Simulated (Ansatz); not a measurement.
Input file:

```yaml
crystal:
  periodic: [false, false, false]
  atoms:
    - {symbol: B, position_ang: [0.000000, 0.000000, 0.090069]}
    - {symbol: C, position_ang: [0.000000, 0.000000, -1.358850]}
    - {symbol: H, position_ang: [0.000000, 0.000000, 1.268781]}
basis:
  gaussian: {orbitals: 6-31G}
magnetization: {spin_polarized: false, initial_magnetization: 2}
correlation: {method: ccsdt_q, electrons: valence}
accuracy: high
```

```sh
$ ansatz run in.yaml --threads 1 --pin off --events-out ev --progress --plain --max-ram 2393MiB
```

The program prints:

```
462 factors; integrals over basis functions are off by at most 2.7e-9 eV
mean field evaluation 1: about -1711.3856 eV, gradient 1.2e1 eV
mean field evaluation 2: about -1711.3889 eV, gradient 1.2e1 eV
mean field evaluation 4: about -1712.0775 eV, gradient 1.9e0 eV
mean field evaluation 8: about -1712.1047 eV, gradient 5.2e-4 eV
mean field evaluation 16: about -1712.0728 eV, gradient 1.9e0 eV
mean field evaluation 32: about -1712.0959 eV, gradient 1.0e0 eV
mean field evaluation 64: about -1711.7495 eV, gradient 1.2e-3 eV
mean field -1712.10470315 eV, -62.9186873344 hartree, gradient 2.0e-8 eV, S^2 2.000000; 6 other end points of the search recorded, 0 dependent functions left out
mean field evaluation 96: about -1712.1732 eV, gradient 7.1e-2 eV
mean field evaluation 128: about -1712.1489 eV, gradient 1.3e0 eV
determinant -1712.10470315 eV, -62.9186873344 hartree, with singles and doubles -1715.33001739 eV, -63.0372154466 hartree
determinant -1711.74952747 eV, -62.9056348689 hartree, with singles and doubles -1715.41619851 eV, -63.0403825444 hartree
determinant -1712.10470315 eV, -62.9186873344 hartree, with singles and doubles -1715.33003005 eV, -63.0372159117 hartree
determinant -1711.74952747 eV, -62.9056348689 hartree, with singles and doubles -1715.41928929 eV, -63.0404961285 hartree
mean field evaluation 160: about -1711.7446 eV, gradient 4.7e-2 eV
2 core orbitals not correlated: weight in the atoms' cores, before any rotation towards them, 1.000 or more for the frozen orbitals, at most 0.000 for the correlated occupied ones
reference -1711.74952747 eV, -62.9056348689 hartree; 5, 3 occupied and 13, 15 virtual orbitals, 462 factors
second order -2.91193920 eV of doubles, -0.04062608 eV of singles
...
cycle  23  -3.81674978 eV  change    7.5e-8 eV  update   7.6e-8
cycle  24  -3.81674986 eV  change   -8.7e-8 eV  update   5.2e-8
cycle  25  -3.81674983 eV  change    3.2e-8 eV  update   3.6e-8
cycle  26  -3.81674987 eV  change   -3.9e-8 eV  update   3.1e-8
cycle  27  -3.81674988 eV  change   -1.2e-8 eV  update   1.6e-8
cycle  28  -3.81674989 eV  change   -5.6e-9 eV  update   7.8e-9
cycle  29  -3.81674989 eV  change  -3.7e-10 eV  update   3.6e-9
cycle  30  -3.81674989 eV  change   2.9e-11 eV  update   1.8e-9
cycle  31  -3.81674989 eV  change   7.7e-10 eV  update   1.0e-9
cycle  32  -3.81674989 eV  change   1.3e-10 eV  update  6.1e-10
perturbative correction -0.00992474 eV, -0.0003647275 hartree
Total energy: -1715.57620210 eV, -63.0462625677 hartree
```

Ran on 1 thread of Arm Neoverse V2, shared host: 3.3 s wall, 0.12 GiB peak host memory.
